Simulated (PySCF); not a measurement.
C3H4O, SMILES O=C1CC1, point group C2v.

Force field and properties: HF/6-311G** (PySCF, grid level 2). Vibrational terms come from second-order perturbation theory with semi-diagonal cubic constants, by steps of ±0.4 along the normal coordinates of each isotopologue. The parent has the commonest isotopes.

Equilibrium geometry (Å):

| atom | x | y | z |
| --- | --- | --- | --- |
| O1 | 1.6227 | 1.3429 | -0.0828 |
| C2 | 0.7195 | 0.5960 | -0.0434 |
| C3 | 0.2637 | -0.7928 | -0.0355 |
| C4 | -0.7284 | 0.4104 | 0.0315 |
| H5 | 0.3997 | -1.3748 | 0.8602 |
| H6 | 0.3031 | -1.3534 | -0.9540 |
| H7 | -1.3203 | 0.6154 | -0.8443 |
| H8 | -1.2237 | 0.5940 | 0.9699 |

(1) Give the equilibrium and ground-state rotational constants (MHz) of parent; ¹³C at 2.

(2) How is the parent's vibrational correction B0 − Be made up?

(3) And its quartic centrifugal distortion constants from the harmonic force field?

Results:

(1) 
```json
{"species": "parent", "Ae": "20610", "Be": "7630.5", "Ce": "6009.4", "A0": "20404", "B0": "7614.7", "C0": "5979", "Δ0 (u Å²)": "-6.612", "harmonic ZPE (cm⁻¹)": "14319"}
{"species": "¹³C at 2", "Ae": "20610", "Be": "7620", "Ce": "6002.9", "A0": "20403", "B0": "7604.8", "C0": "5972.9", "Δ0 (u Å²)": "-6.613", "harmonic ZPE (cm⁻¹)": "14264"}
```

Δ0 = Ic − Ia − Ib from the ground-state constants.

(2) 
```csv
axis,harmonic,Coriolis,cubic,total (MHz)
a,56.2,-22.2,-241,-207
b,12.2,-5.17,-22.8,-15.8
c,4.18,-1.57,-33,-30.4
```

(3) Asymmetric top, A reduction, Ir representation: ΔJ = 1.64 kHz, ΔJK = 14.6 kHz, ΔK = 18.8 kHz, δJ = 0.38 kHz, δK = 8.02 kHz.
